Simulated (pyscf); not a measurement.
Single points on ωB97X-D3(BJ)/def2-SVP structures (PySCF, gas phase).

Task: PBE/def2-TZVP puts the barrier of `[Cl][GaH][Cl]` + `[NH3]` → `[NH2][Ga]([Cl])[Cl]` + `[H][H]` (four-centre exchange; singlet surface; Ga–H, H–N broken, Ga–N, H–H formed) at 15.4 kcal/mol and the reaction energy at -2.8 kcal/mol, from the separated reactants. What do PBE0-D3(BJ)/def2-TZVP, M06-2X/def2-TZVP, ωB97M-D3(BJ)/def2-TZVP give on the same structures?

Result: PBE0-D3(BJ): ΔE‡ = 15.5 kcal/mol, ΔE = -3.4 kcal/mol; M06-2X: ΔE‡ = 14.9 kcal/mol, ΔE = -8.2 kcal/mol; ωB97M-D3(BJ): ΔE‡ = 19.4 kcal/mol, ΔE = -3.3 kcal/mol. PBE's barrier lies among them. Its reaction energy lies over all of them, by 0.5 to 5.3 kcal/mol. On the reactant side the descent ends in an adduct with a Ga–N contact, 31.7 kcal/mol under the separated species and 48.9 kcal/mol under the saddle at ωB97X-D3(BJ)/def2-TZVP. What is counted as formed (Ga–N) is already present as a longer contact in the reactant adduct; forming that adduct is a step of its own. At the saddle there is also a short Ga–H contact that neither side keeps. At ωB97X-D3(BJ) the barrier from the zero used here is 17.1 kcal/mol. This is the saddle that the search found; another between the same sides may lie lower. Elements up to Kr have no core potential and no relativistic terms here.
